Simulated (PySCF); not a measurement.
**Constants of ClF, step by step**

State: ¹Σ⁺, singlet, closed shell. De refers to Cl + F. RHF-based CCSD(T) in PySCF 2.14 with Cl cc-pV(T+d)Z, F cc-pVTZ and Cl cc-pV(Q+d)Z, F cc-pVQZ (frozen core orbitals: 6; no relativity). Correlation energies are extrapolated as n⁻³ (n = 3, 4), Hartree–Fock as (n+1)·exp(−9√n). CV is the change on freezing 1 orbitals instead, in Cl cc-pwCVTZ, F cc-pwCVTZ. SR is the spin-free X2C energy in Cl cc-pVTZ-DK, F cc-pVTZ-DK less the non-relativistic one in Cl cc-pVTZ, F cc-pVTZ.

| Level | Re (Å) | ωe (cm⁻¹) | ωexe (cm⁻¹) | αe (cm⁻¹) | De (eV) |
| --- | --- | --- | --- | --- | --- |
| CCSD(T)/TZ | 1.6379 | 775.2 | 5.11 | 0.00437 | 2.426 |
| CCSD(T)/QZ | 1.6318 | 786.2 | 4.96 | 0.00427 | 2.595 |
| HF/CBS | 1.5817 | 919.8 | 3.60 | 0.00342 | 0.406 |
| MP2/CBS | 1.6242 | 810.9 | 4.23 | 0.00391 | 2.974 |
| CCSD/CBS | 1.6166 | 825.4 | 4.31 | 0.00392 | 2.460 |
| CCSD(T)/CBS | 1.6291 | 791.3 | 4.86 | 0.00422 | 2.691 |
| CCSD(T)/CBS+CV | 1.6269 | 793.1 | 4.85 | 0.00423 | 2.699 |
| CCSD(T)/CBS+CV+SR | 1.6277 | 791.8 | 4.85 | 0.00422 | 2.692 |

Q: How much is left between CCSD(T)/QZ and the basis-set limit, and how much do the triples give at the limit?

A: CCSD(T)/CBS less CCSD(T)/QZ: -2.7 mÅ in Re, +5.1 cm⁻¹ in ωe and +0.096 eV in De. CCSD(T)/CBS less CCSD/CBS: +12.5 mÅ in Re, -34.1 cm⁻¹ in ωe and +0.231 eV in De.

Q: What do the later terms add?

A: CV: -2.2 mÅ in Re, +1.8 cm⁻¹ in ωe and +0.008 eV in De; SR: +0.8 mÅ in Re, -1.3 cm⁻¹ in ωe and -0.007 eV in De, each against the row above.

The T1 diagnostic is 0.011. The open-shell atoms are computed with UHF. Spin–orbit coupling, excitations beyond (T) and corrections to the Born–Oppenheimer picture are left out.

The whole job (state search and all basis sets along the bond) took about 6.1 min on 4 threads of Arm Neoverse V1 (shared host), peak memory 3.2 GiB.
